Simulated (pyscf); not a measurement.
# Routes from F–Nb(F)(F)(F)–F + hydrogen chloride (HCl)

Candidate steps break at most two bonds and form at most two. Each was searched with GFN2-xTB (tblite) first. PySCF, gas phase, ωB97X-D3(BJ)/def2-SVP geometries. Energies: ωB97M-D3(BJ)/def2-TZVP, kcal/mol, from the separated reactants, singlet surface; ΔG‡ with ideal gas, 1 atm, RRHO with modes under 100 cm⁻¹ raised to 100, one conformer, R ln 2 for chiral ones without a mode under 150 cm⁻¹.

| products | type | ΔE‡ | ΔE | ΔG‡ 298 K | ΔG‡ 900 K | ν‡ (cm⁻¹) |
|---|---|---|---|---|---|---|
| HF + F–Nb(F)(F)(F)–Cl | four-centre exchange | 8.3 | +7.5 | 17.3 | 37.5 | 687i |
| F–Cl + F–NbH(F)(F)–F | four-centre exchange | 132.4 | +106.9 | 140.4 | 158.9 | 1174i |

Row 1: On the reactant side the descent ends in an adduct with a Cl–Nb contact, 8.4 kcal/mol under the separated species and 13.0 kcal/mol under the saddle at ωB97X-D3(BJ)/def2-TZVP. On the product side the descent ends in an adduct with a F–Nb contact, 8.9 kcal/mol under the separated species and 9.2 kcal/mol under the saddle at ωB97X-D3(BJ)/def2-TZVP. Row 2: On the reactant side the descent ends in an adduct with a Cl–Nb contact (not fully relaxed), 8.4 kcal/mol under the separated species and 141.4 kcal/mol under the saddle at ωB97X-D3(BJ)/def2-TZVP. On the product side the descent ends in an adduct with a F–Nb contact, 2.4 kcal/mol under the separated species and 27.3 kcal/mol under the saddle at ωB97X-D3(BJ)/def2-TZVP. 

Plain bond fissions and candidates not yet searched are not listed, and one of them may be faster. Each barrier is that of the saddle found; lower ones may exist. One closed-shell reference is unstable to symmetry breaking; treat the single-reference values with care. Elements past Kr carry the def2 core potentials, without spin-orbit coupling.
